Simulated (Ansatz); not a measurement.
# AlNP: the cost of one run

Method: def2-QZVPP, core rule «outside noble gas», up to 11 orbitals frozen; program: Ansatz 0.2.0, Gaussian basis.

Plan: UHF; ROHF; CCSD(T) on UHF.

5 further runs of the same task are left out: 1 that didn't finish, 4 set aside as unsound or not needed. Runs told in other sessions of the task aren't counted.

## (1) The system

The geometry is a PBE0/def2-TZVP stationary point (not a proven minimum) of the parent state, kept for this charge and spin.

3 atoms, charge 1, spin multiplicity 5.

Atoms are counted from 1 here; the program's logs count them from 0.

Bond lengths: N1–Al2 1.817 Å, Al2–P3 2.195 Å. Angles: N1–Al2–P3 180.0°.

Coordinates:

```
N     0.0000    0.0000   -1.9430
Al    0.0000    0.0000   -0.1262
P     0.0000    0.0000    2.0692
```

## (2) UHF

in.yaml

```yaml
crystal:
  periodic: [false, false, false]
  atoms:
    - {symbol: N, position_ang: [0.000000, 0.000000, -1.943000]}
    - {symbol: Al, position_ang: [0.000000, 0.000000, -0.126200]}
    - {symbol: P, position_ang: [0.000000, 0.000000, 2.069200]}
basis:
  gaussian: {orbitals: "def2-QZVPP.json"}
total_charge: 1
magnetization: {spin_polarized: true, initial_magnetization: 4}
hamiltonian: {xc: hf}
output: {orbitals: {seedname: orbitals}}
```

The run is started by

```bash
> ansatz run in.yaml --threads 1 --pin off --events-out ev --progress --plain --max-ram 2393MiB
```

Q: Estimate wall time and peak memory on 1 thread of Arm Neoverse V2, shared host.

About 48 s, with a peak of 0.54 GiB.
